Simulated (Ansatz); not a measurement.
Match the barriers

Saddle point of CH5OSi, doublet (CH₂O ([CH2][O]) + SiH₃ → CH₅OSi ([CH2][O][SiH3]); bonds formed: O1–Si3), PBE0-D4/def2-TZVP structure:

```
8
angstrom
O 0.8207 -0.5072 0.4308
C 0.3881 -0.5960 1.5683
Si -0.1376 0.6275 -1.2734
H 1.0710 -0.5932 2.4297
H -0.6934 -0.6425 1.7685
H -0.3316 1.8710 -2.0945
H -1.4561 0.2965 -0.6636
H 0.3390 -0.4559 -2.1658
```

Program: Ansatz 0.2.0. Basis: def2-TZVPP, with def2-QZVPP for the basis limit. Cores are frozen in the correlated methods; orbitals are unrestricted. B3LYP uses VWN-RPA correlation. Extrapolation: Hartree–Fock as exp(−7.88 √X), correlation as X^−2.97. Four methods, as single points on the PBE0-D4 structures, gave these electronic barriers from the start structure: 0.011, 0.146, 0.309, 0.525 eV.

**Question.** The methods were, in alphabetical order, B3LYP-D4, CCSD(T), HF, PBE-D4. Which gave which? (A judgement: the text doesn't fix the answer.)

**Answer.** By the calculation: PBE-D4 0.011; B3LYP-D4 0.146; CCSD(T) 0.309; HF 0.525 eV. For comparison, CCSD(T) at an estimated basis limit (MP2 extrapolated from triple and quadruple zeta, plus CCSD(T) − MP2 in triple zeta) gives 0.286 eV.

T1 diagnostic: at most 0.027. ⟨S²⟩ of the unrestricted Hartree–Fock references: 0.75 to 0.83 (a pure state has 0.75). The unrestricted reference is spin-contaminated, which hurts MP2 most.

Radical steps of this kind take place in plasma deposition and etching.

Labels in which every atom is bracketed show which atoms are joined, not bond orders.

For scale, one of the runs: CCSD(T)/def2-TZVPP, 174 basis functions, launched by `ansatz run in.yaml --threads 4 --pin off --events-out ev --progress --plain --max-ram 9574MiB`. Hardware: 4 CPU threads of an Arm Neoverse V1, shared host. Wall time 57 s; peak host memory 3.8 GiB.
